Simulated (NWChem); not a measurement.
System: CHO cation

NWChem input:

```
start job
memory heap 200 mb stack 900 mb global 1100 mb
charge 1
geometry units angstroms noautosym nocenter noautoz
  C      0.000000     0.000000    -0.508590
  O      0.000000     0.000000     0.595818
  H      0.000000     0.000000    -1.619825
end
basis spherical
  * library 6-31+g*
end
dft
  xc pbe0
  iterations 150
end
property
  response 1 0.0
end
task dft property
```

Structure relaxed at the PBE0/def2-SVP level.

Static field.

Q: What results follow from this input? (PBE0/6-31+G* (spherical d).) Quantities: basis functions; isotropic polarisability (bohr³); anisotropy (bohr³).

A: 
```json
{
  "number_of_basis_functions": "38",
  "isotropic polarisability (bohr³)": "8.5",
  "anisotropy (bohr³)": "7.8"
}
```
